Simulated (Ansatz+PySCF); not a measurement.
**singlet LiH₂O(+): levels of theory in one basis**

```xyz
4

Li    0.0000    0.0000   -1.3696
O     0.0000    0.0000    0.3023
H     0.0000    0.7068    0.8451
H     0.0000   -0.7068    0.8451
```

Basis set: def2-SVP (spherical functions). Correlated methods keep 1 orbital frozen. Charge 1, multiplicity 1.

Computed with Ansatz (development build ahead of 0.2.0); each method stands on the lowest determinant of its kind that the runs found.

| method | E − E(RHF) (eV) | <S²> of the determinant |
| --- | --- | --- |
| RHF | 0.00 | 0.00 |
| RHF-CCSD | -5.68 | – |
| RHF-CCSD(T) | -5.76 | – |

Q: What does RHF-MP2 give on the same scale?

A: -5.44 eV.

Q: Is a single determinant a sound starting point here?

A: By this sign, yes. Unrestricted orbitals gain 0.00 eV and <S²> is 0.00 against 0.00 for a pure state.
